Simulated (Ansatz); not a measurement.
HNO2, SMILES `O=NO`, charge 0, multiplicity 1.

Question: Give a relaxed structure at PBE0-D4/def2-TZVP (Ansatz 0.2.0). (Best estimate.)

Answer: Ansatz gave: 
```xyz
4

O    -1.4072    0.3701    0.3492
N    -0.4903   -0.3376    0.2576
O     0.6085    0.3271   -0.2930
H     1.2890   -0.3596   -0.3139
```
Point group Cs.
